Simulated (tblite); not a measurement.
C₅H₅O (doublet state).
SMILES with atom numbers: `[CH:1]#[C:2][C:3]([CH3:4])[CH:5]=[O:6]` (hydrogens: H7 on C1; H8, H9, H10 on C4; H11 on C5)

Structure used (GFN2-xTB), in Å, numbered top down from 1:
```
atom  x, y, z in Å
C1     2.1940   -1.1163   -0.2629
C2     1.1434   -0.5242   -0.1482
C3    -0.0485    0.1604   -0.0208
C4    -1.2942   -0.5500    0.3621
C5    -0.0808    1.5777   -0.2610
O6    -1.0832    2.2672   -0.1737
H7     3.1028   -1.6318   -0.3614
H8    -2.1134    0.1654    0.3950
H9    -1.1829   -1.0252    1.3386
H10   -1.5247   -1.3407   -0.3541
H11    0.8929    2.0202   -0.5396
```

Computed values, GFN2-xTB/tblite, gas phase, harmonic and unscaled. Against measured fundamentals such values can be off by several per cent, at times by over 20. One conformer, not necessarily the lowest. Open shells enter through the occupations alone, without spin polarisation, and single modes of such species can be off by tens of per cent.

Harmonic wavenumbers (cm⁻¹): 68.7, 140.1, 143.4, 253.5, 277.6, 425.0, 461.6, 558.2, 588.9, 656.3, 833.7, 870.8, 973.9, 991.6, 1279.5, 1289.4, 1375.4, 1391.1, 1434.6, 1449.5, 1626.6, 2149.8, 2788.5, 2972.5, 2993.5, 3043.2, 3387.4.

A = 7529, B = 2466, C = 1879 MHz; mass 81.034 u (most abundant isotopes); point group Cs, symmetry number 1; spin multiplicity 2.

Problem. Zero-point energy?

Solution. Half the sum of the wavenumbers: 17212 cm⁻¹ = 205.90 kJ/mol.

Problem. Entropy at 298.15 K, 1 bar (ideal gas, RRHO, classical rotation)?

Solution. Translation 163.67, rotation 111.39, vibration 69.77, spin (R ln 2) 5.76: S = 350.6 J/(mol K).

Problem. And Cp and H(298.15 K) − H(0)?

Solution. Cp = 107.79 J/(mol K), of which vibrations give 74.53 (their classical limit is 27 R = 224.5); H(298.15 K) − H(0) = 21.28 kJ/mol without the zero-point energy, 11.36 from vibrations.

Problem. How do the functions run with temperature in this model?

Solution. 
| T (K) | S (J/(mol K)) | Cp (J/(mol K)) | H − H(0) (kJ/mol) | G − H(0) (kJ/mol) | ln q(vib) |
| --- | --- | --- | --- | --- | --- |
| 100 | 262.7 | 59.9 | 4.49 | -21.78 | 0.79 |
| 200 | 312.2 | 85.4 | 11.78 | -50.67 | 2.29 |
| 300 | 351.3 | 108.2 | 21.48 | -83.90 | 3.84 |
| 500 | 415.8 | 145.7 | 47.07 | -160.83 | 6.84 |
| 800 | 493.0 | 182.6 | 96.78 | -297.62 | 11.02 |
| 1000 | 535.6 | 199.1 | 135.04 | -400.58 | 13.56 |

q(vib) and H(0) count from the zero-point level.

Problem. Blend soft modes into free rotors: weight 1/[1 + (100 cm⁻¹/ν̃)⁴] for the oscillator and the rest for a rotor with moment μB/(μ + B), μ = h/(8π²ν), B = 10⁻⁴⁴ kg m². What vibrational entropy results?

Solution. 66.08 J/(mol K) in place of 69.77, which changes −T·S at 298.15 K by +1.10 kJ/mol.

Hindered rotation and anharmonicity are outside this model. Other conformers, if any are populated, would add a mixing term that is left out.
